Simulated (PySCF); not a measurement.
**C₂H₂F−, cut into parts across a bond: interaction energy**

One table from this session's results is given with a row withheld; the runs are named, their logs left out.

Computed with PySCF 2.14.0; each step states its level. No surroundings beyond the atoms listed, unless a continuum is named. Atoms count from 0, parts from 1.

## Starting point

5 atoms, charge -1, multiplicity 1; geometry: GFN2-xTB. Parts: 1 = atoms 0–3, `C#CF`, charge 0; 2 = atom 4, `[H-]`, charge -1. In the given geometry H4 is bonded to C1 (1.12 Å), so values for the parts refer to these atom groups.

Set-up of the first run:

Job settings and geometry (Å):

```
{"job": {"xc": "PBE0", "basis": "def2-SVPD", "d3": "d3bj", "grid": 2, "kind": "geom", "shake": 0.01}, "charge": -1, "multiplicity": 1, "parts": [{"atoms": "0-3", "charge": 0, "multiplicity": 1}, {"atoms": "4-4", "charge": -1, "multiplicity": 1}]}
C     -0.261142    -0.440058    -0.389490
C      0.064391     0.303772     0.640755
F      1.124891     1.260016     0.498824
H     -1.098497    -1.092896    -0.095328
H     -0.249120     0.414336     1.706539
```

Run with:

```sh
OMP_NUM_THREADS=1 python cluster_run.py task.json out
```

One launch serves the whole session: the jobs run in the order shown.

Steps of the session up to this table: Relaxing the molecule at PBE0-D3(BJ)/def2-SVPD; Coupled-cluster interaction energy: CCSD(T) and MP2.

One of the session's tables, all rows but one given; the rest of the session is left out.

It belongs to the step «Coupled-cluster interaction energy: CCSD(T) and MP2». 

```
                 method  interaction energy (kcal/mol)
         HF/aug-cc-pVDZ                        -137.74
        MP2/aug-cc-pVDZ                        -111.25
       CCSD/aug-cc-pVDZ                        -112.05
    CCSD(T)/aug-cc-pVDZ                        -107.17
         HF/aug-cc-pVTZ                        -138.71
        MP2/aug-cc-pVTZ                              ?
    SCS-MP2/aug-cc-pVTZ                        -113.23
      MP2, extrapolated                        -117.98
CCSD(T), limit estimate                        -113.90
```

Estimate the missing values for MP2/aug-cc-pVTZ.

As computed: interaction energy (kcal/mol): -116.28. In the column «interaction energy (kcal/mol)» it lies between MP2, extrapolated (-117.98) and CCSD(T), limit estimate (-113.90).

At this geometry H4 is bonded to C1 (1.10 Å), so this energy is mostly that of cutting a chemical bond between strained fragments, not an intermolecular interaction.

To keep in mind: The interaction energy leaves out the deformation of the parts, 45.55 kcal/mol at MP2. So large a deformation means that a part is far from its own minimum, so a sum across the two methods would be rough.
